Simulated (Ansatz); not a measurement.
Reaction: C2H8Si (SMILES C[SiH2]C) → CH5Si (SMILES C[SiH2], doublet) + CH3 (SMILES [CH3], doublet) (the C-Si bond breaks)
Each species at its own B3LYP-D3(BJ)/def2-TZVP minimum (Ansatz, a first-principles code).

Wanted: bond dissociation energy (electronic), in kJ/mol. Radicals and triplets start from unrestricted determinants; spin-orbit coupling is neglected. CBS(X,Y): correlation extrapolated as X^-3, Hartree-Fock from the larger set (Q,5: extrapolated as (X+1)exp(-9√X)). A bracket is a step between two methods taken in the basis named. The functionals are non-relativistic, so their misses hold any scalar relativity. Double hybrids freeze cores in their MP2 part. 'core' is core correlation in cc-pwCVTZ (1s frozen past Ne), 'X2C' scalar relativity in cc-pVTZ-DK, both at CCSD(T).

CCSD(T)/CBS(cc-pV(Q+d)Z,cc-pV(5+d)Z) + [CCSDT(Q) - CCSD(T)]/cc-pV(D+d)Z + core + X2C (Ansatz) gives 396.1 kJ/mol.

Q: What does PBE/def2-TZVPD (Ansatz) give here, and how do the other levels compare?

A: PBE gives 375.8 kJ/mol, 20.3 kJ/mol below it. Differences of the others: r2SCAN/def2-TZVPD (Ansatz) -33.5; B3LYP/def2-TZVPD (Ansatz) -29.6; wB97M-V/def2-TZVPD (Ansatz) 4.9; B2PLYP/def2-TZVPD (Ansatz) -17.8; CCSD(T)/CBS(cc-pV(Q+d)Z,cc-pV(5+d)Z) + core + X2C (Ansatz) 0.1 kJ/mol. Nearer than PBE: wB97M-V/def2-TZVPD, B2PLYP/def2-TZVPD, CCSD(T)/CBS(cc-pV(Q+d)Z,cc-pV(5+d)Z) + core + X2C.
